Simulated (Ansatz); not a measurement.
H$_{2}$OSi (`O[SiH]`). The species carries charge 0 and has multiplicity 1.

```xyz
4

O     0.6811   -0.3426   -0.1502
Si   -0.7326    0.5224   -0.1493
H     1.1940   -0.2572   -0.9583
H    -1.1425    0.0774    1.2578
```

(1) What are the harmonic wavenumbers in cm⁻¹ at PBE0-D4/def2-TZVP (Ansatz, finite differences of forces, unscaled)? (Estimate.)

(2) Is this a minimum?

(3) Give the ideal-gas thermochemistry at 298.15 K and 1 bar (rigid rotor, harmonic oscillator; point group Cs, symmetry number 1).

(4) And at 400, 500, 600, 800 and 1000 K?

(5) Rotational constants (cm⁻¹)?

Results:

(1) Computed: 671, 800, 867, 960, 2004, 3882.

(2) Yes, all 6 modes are real.

(3) Zero-point energy 54.9 kJ/mol; H(298) − E = 65.7 kJ/mol; entropy 241.9 J/(mol·K), of which translation 156.6, rotation 81.8, vibration 3.4; G(298) − E = -6.5 kJ/mol.

(4) 
| T (K) | H − E (kJ/mol) | S (J/mol/K) | G − E (kJ/mol) |
| --- | --- | --- | --- |
| 400 | 70.5 | 255.7 | -31.8 |
| 500 | 75.8 | 267.5 | -58.0 |
| 600 | 81.5 | 278.0 | -85.3 |
| 800 | 93.9 | 295.8 | -142.7 |
| 1000 | 107.2 | 310.6 | -203.4 |

(5) 5.796, 0.5467, 0.4996.
